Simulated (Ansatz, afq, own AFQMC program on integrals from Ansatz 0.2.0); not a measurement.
## Where AFQMC and coupled cluster stand for Li₂⁻, doublet

```json
{"atom": "Li", "x (Å)": "0.0000", "y (Å)": "0.0000", "z (Å)": "0.0000"}
{"atom": "Li", "x (Å)": "0.0000", "y (Å)": "0.0000", "z (Å)": "3.1176"}
```

Basis aug-cc-pVDZ. Only valence electrons are correlated. Integrals, coupled cluster, full CI and functionals: Ansatz 0.2.0; the random walks run on the same integrals in our own AFQMC program. The CISD trial takes its coefficients from CCSD amplitudes. Released means that phaseless walkers are propagated on without the constraint, phases kept. Uncertainties: one standard error, sampling alone.

Determinant: ROHF, the one that the program's search chose, which needn't be the lowest solution. The geometry is a PBE0/def2-TZVPD stationary point of this or a neighbouring charge and spin state.

Full CI on the same integrals is exact in this basis and with this determinant's frozen core.

Cautions: a spin-contaminated unrestricted determinant lies lower (UHF 425 meV lower, ⟨S²⟩ 1.31); the search met a lower determinant of the same kind, perhaps of another symmetry (51 meV lower), and this one is a saddle point; strong correlation (T1 0.082, weight of the determinant 0.83, largest double 0.11); the released energy hasn't reached full CI (16 meV above it at 2.40 1/Eh), so no released level is given (meV from the phaseless value at times in 1/Eh: 0 ± 5 at 0.24, 2 ± 4 at 0.51, -1 ± 4 at 0.99, -1 ± 4 at 1.62, -7 ± 5 at 2.40).

```
T1 diagnostic                               : 0.0819
weight of the determinant in the CISD state : 0.835
size of the correlated space                : 3 electrons in 44 orbitals
```

| level | correlation energy (eV) |
| --- | --- |
| MP2 | -0.7551 |
| CCSD | -1.1379 |
| CCSD(T) | -1.1837 |

Estimate where full CI lies against CCSD(T) on the same integrals.

0.46 kcal/mol below CCSD(T).

Reference: full CI, correlation energy -1.204 eV. The cautions show a poor starting determinant, so the rows tell how each method copes with it here, and full CI is the sure value.

```
        level  E − E(reference) (kcal/mol)  share of correlation (%)
      CCSD(T)                         0.46                     98.34
  ph-AFQMC/HF                  3.81 ± 0.44                     86.29
ph-AFQMC/CISD                  0.52 ± 0.10                     98.13
```

A walk keeps the symmetry of its determinant, which the program's search chose and which needn't be the lowest solution, so a lower state of the same spin and another symmetry isn't excluded.
